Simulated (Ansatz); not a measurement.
**CH₄OSi (SMILES C[Si]O): one structure at several levels**

An exercise on one series of results from a longer session: the logs are not shown, and one member is left open.

Program: Ansatz 0.2.0, Gaussian basis. Level of theory: single points in def2-TZVPP. These are calculated values, not measurements.

Cores are frozen in the correlated methods.

### Where the work starts

7 atoms, charge 0, spin multiplicity 1.

Atoms are counted from 1 here; the program's logs count them from 0.

Bond lengths: C1–Si2 1.940 Å, C1–H4 1.087 Å, C1–H5 1.132 Å, C1–H6 1.047 Å, Si2–O3 1.643 Å, O3–H7 0.977 Å. Angles: Si2–C1–H4 116.2°, Si2–C1–H5 113.6°, Si2–C1–H6 111.0°, H4–C1–H5 102.8°, H4–C1–H6 108.1°, H5–C1–H6 104.1°, C1–Si2–O3 101.8°, Si2–O3–H7 127.9°.

Coordinates:

```xyz
7
charge 0, multiplicity 1
C    -0.66520    0.41990   -0.29130
Si    1.16470    0.00640   -0.78650
O     1.63550   -0.96500    0.45240
H    -1.40370   -0.34970   -0.49880
H    -1.08680    1.32350   -0.82680
H    -0.73160    0.67030    0.72280
H     1.12200   -1.21930    1.24310
```

Set-up of the first run:

The input, run/in.yaml:

```yaml
crystal:
  periodic: [false, false, false]
  atoms:
    - {symbol: C, position_ang: [-0.665200, 0.419900, -0.291300]}
    - {symbol: Si, position_ang: [1.164700, 0.006400, -0.786500]}
    - {symbol: O, position_ang: [1.635500, -0.965000, 0.452400]}
    - {symbol: H, position_ang: [-1.403700, -0.349700, -0.498800]}
    - {symbol: H, position_ang: [-1.086800, 1.323500, -0.826800]}
    - {symbol: H, position_ang: [-0.731600, 0.670300, 0.722800]}
    - {symbol: H, position_ang: [1.122000, -1.219300, 1.243100]}
basis:
  gaussian: {orbitals: def2-TZVPP}
correlation: {method: ccsd_t}
output: {forces: true}
```

The command line of these runs was not kept.

Among the steps run: CCSD(T)/def2-TZVPP; PBE0-D4/def2-TZVPP; wB97M-V/def2-TZVPP; r2SCAN-D4/def2-TZVPP; PBE-D4/def2-TZVPP; r2SCANh-D4/def2-TZVPP; r2SCAN0-D4/def2-TZVPP.

One of the session's tables, all rows but one given; the rest of the session is left out.

| method | RMS force component (eV/Å) | angle to CCSD(T) forces (°) | dipole (D) |
| --- | --- | --- | --- |
| CCSD(T) | 0.790 | reference | 2.11 |
| PBE0-D4 | ? | ? | ? |
| wB97M-V | 0.774 | 3.5 | 2.09 |
| r2SCAN-D4 | 0.767 | 4.7 | 2.32 |
| PBE-D4 | 0.789 | 14.7 | 2.20 |
| r2SCANh-D4 | 0.774 | 6.0 | 2.31 |
| r2SCAN0-D4 | 0.793 | 11.4 | 2.30 |

Estimate the missing values for PBE0-D4.

As computed: RMS force component (eV/Å): 0.783; angle to CCSD(T) forces (°): 4.5; dipole (D): 2.25. In the column «RMS force component (eV/Å)» it lies between r2SCANh-D4 (0.774) and PBE-D4 (0.789).
